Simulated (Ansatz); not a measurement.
System: diamond. Method: PBE-D4 (PAW; Ansatz, a first-principles code).

Run with plane-wave cutoff 520 eV, 16×16×16 k mesh, Fermi–Dirac smearing 0.01 eV, scalar-relativistic PAW data made under PBE.

Computed points:

```
V (Å³/atom)  E − E_lowest (meV/atom)  P (GPa)
-----------  -----------------------  -------
5.289                          30.99    30.80
5.401                          13.36    19.58
5.514                           3.25     9.36
5.626                           0.00     0.05
5.739                           2.99    -8.42
5.851                          11.65   -16.13
5.964                          25.49   -23.16
```

Question: What bulk modulus B0 and pressure derivative B′ does a third-order Birch–Murnaghan fit give?

Answer: V0 = 5.627 Å³/atom, B0 = 443 GPa, B′ = 3.7 (fit to the energies at full precision).

Measured, for comparison: bulk modulus 455 GPa (0 K value with the zero-point phonon effect removed; as tabulated in Mejia-Rodriguez and Trickey (2018), arXiv:1807.09216); equilibrium volume per atom 5.61 Å³/atom (static lattice: zero-point anharmonic expansion removed; as tabulated in Mejia-Rodriguez and Trickey (2018), arXiv:1807.09216). Computed (rounded) less measured: bulk modulus -3 %, equilibrium volume per atom +0.4 %.

Static lattice: no zero-point or thermal effects.
